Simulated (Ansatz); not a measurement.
The inner images of a band of CH5Al + H3P (11 atoms, charge 0, multiplicity 1) are given out of order.

Level of theory: Ansatz 0.2.0, RKS PBE-D4/def2-SVP.

Image 0:

```xyz
11
Properties=species:S:1:pos:R:3
Al -0.033 0.125 0.213
H -0.155 0.625 1.739
H 1.424 0.096 -0.462
C -1.662 -0.086 -0.876
H -2.511 -0.506 -0.298
H -1.994 0.914 -1.238
H -1.506 -0.714 -1.777
P 0.230 -3.009 1.017
H -0.634 -2.769 -0.109
H 1.399 -2.531 0.327
H -0.046 -1.722 1.634
```

Image 8:

```xyz
11
Properties=species:S:1:pos:R:3
Al 0.077 -0.676 -0.117
H -0.292 0.542 1.793
H 1.380 0.255 -0.224
C -1.659 -0.118 -0.862
H -2.514 -0.642 -0.384
H -1.829 0.976 -0.777
H -1.696 -0.366 -1.946
P 0.321 -2.849 0.785
H -0.483 -3.438 -0.257
H 1.564 -3.079 0.093
H -0.357 -0.182 2.066
```

Q: Put them in order from the first end to the last, with their energies above the first end.
A.
```xyz
11
Properties=species:S:1:pos:R:3
Al 0.017 -0.259 0.052
H -0.203 0.059 1.736
H 1.487 0.199 -0.350
C -1.695 -0.092 -0.891
H -2.529 -0.508 -0.289
H -1.932 0.971 -1.105
H -1.677 -0.630 -1.862
P 0.181 -2.721 1.040
H -0.537 -2.893 -0.197
H 1.476 -2.657 0.416
H -0.077 -1.047 1.620
```
B.
```xyz
11
Properties=species:S:1:pos:R:3
Al -0.001 -0.134 0.103
H -0.209 0.156 1.714
H 1.489 0.174 -0.379
C -1.690 -0.095 -0.901
H -2.524 -0.506 -0.294
H -1.937 0.968 -1.114
H -1.669 -0.631 -1.872
P 0.184 -2.769 1.083
H -0.543 -2.836 -0.162
H 1.463 -2.623 0.441
H -0.050 -1.280 1.552
```
C.
```xyz
11
Properties=species:S:1:pos:R:3
Al 0.057 -0.553 -0.078
H -0.236 0.250 1.873
H 1.413 0.280 -0.277
C -1.683 -0.086 -0.873
H -2.535 -0.492 -0.286
H -1.861 0.994 -1.054
H -1.717 -0.593 -1.864
P 0.195 -2.740 0.843
H -0.470 -3.204 -0.345
H 1.523 -2.895 0.310
H -0.174 -0.537 1.920
```
D.
```xyz
11
Properties=species:S:1:pos:R:3
Al -0.018 -0.017 0.144
H -0.204 0.305 1.716
H 1.470 0.134 -0.432
C -1.684 -0.086 -0.904
H -2.517 -0.502 -0.298
H -1.962 0.967 -1.136
H -1.643 -0.632 -1.868
P 0.198 -2.874 1.094
H -0.549 -2.788 -0.134
H 1.456 -2.603 0.453
H -0.034 -1.481 1.536
```
E.
```xyz
11
Properties=species:S:1:pos:R:3
Al 0.046 -0.447 -0.023
H -0.210 0.083 1.814
H 1.459 0.241 -0.314
C -1.691 -0.083 -0.876
H -2.533 -0.503 -0.287
H -1.911 0.983 -1.087
H -1.684 -0.617 -1.853
P 0.181 -2.700 0.937
H -0.518 -3.027 -0.272
H 1.498 -2.751 0.366
H -0.125 -0.759 1.764
```
F.
```xyz
11
Properties=species:S:1:pos:R:3
Al -0.034 0.065 0.174
H -0.165 0.499 1.719
H 1.428 0.077 -0.489
C -1.687 -0.073 -0.891
H -2.523 -0.513 -0.307
H -2.009 0.957 -1.166
H -1.584 -0.641 -1.838
P 0.204 -2.969 1.065
H -0.538 -2.747 -0.149
H 1.459 -2.604 0.463
H -0.039 -1.630 1.588
```
G.
```xyz
11
Properties=species:S:1:pos:R:3
Al 0.067 -0.633 -0.112
H -0.288 0.438 1.852
H 1.383 0.276 -0.234
C -1.672 -0.097 -0.868
H -2.524 -0.499 -0.280
H -1.803 0.999 -0.969
H -1.764 -0.531 -1.888
P 0.239 -2.823 0.772
H -0.420 -3.370 -0.387
H 1.562 -3.021 0.241
H -0.268 -0.316 2.044
```

A: F (+1.1 kJ/mol), D (+9.7 kJ/mol), B (+35.2 kJ/mol), A (+56.1 kJ/mol), E (+18.4 kJ/mol), C (-14.7 kJ/mol), G (-25.3 kJ/mol).

Run time: 110 s on 2 threads of Arm Neoverse V1, on a shared host, peak memory 0.13 GiB.
